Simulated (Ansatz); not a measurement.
Basis-set series for CH₇Si₂, SMILES `C[SiH2][SiH2]` radical. The species carries charge 0 and has multiplicity 2. The geometry is a stationary point of PBE0-D4/def2-TZVP.

```json
{"functional": "PBE0-D4", "basis": "def2-SVP", "functions": "85", "energy (Eh)": "-620.74932", "HOMO (eV)": "-6.05", "LUMO (eV)": "-2.48"}
{"functional": "PBE0-D4", "basis": "def2-TZVPP", "functions": "213", "energy (Eh)": "-620.99725", "HOMO (eV)": "-6.05", "LUMO (eV)": "-2.52"}
{"functional": "ωB97M-V", "basis": "def2-SVP", "functions": "85", "energy (Eh)": "-620.94562", "HOMO (eV)": "-7.72", "LUMO (eV)": "-0.79"}
{"functional": "ωB97M-V", "basis": "def2-TZVPP", "functions": "213", "energy (Eh)": "-621.19912", "HOMO (eV)": "-7.76", "LUMO (eV)": "-0.92"}
```

Question: Give the rows for def2-QZVPP. (An estimate is asked.)

Answer: Computed: 
| functional | basis | functions | energy (Eh) | HOMO (eV) | LUMO (eV) |
| --- | --- | --- | --- | --- | --- |
| PBE0-D4 | def2-QZVPP | 407 | -621.01909 | -6.06 | -2.54 |
| ωB97M-V | def2-QZVPP | 407 | -621.21994 | -7.77 | -0.98 |

HOMO and LUMO are taken over both spins.
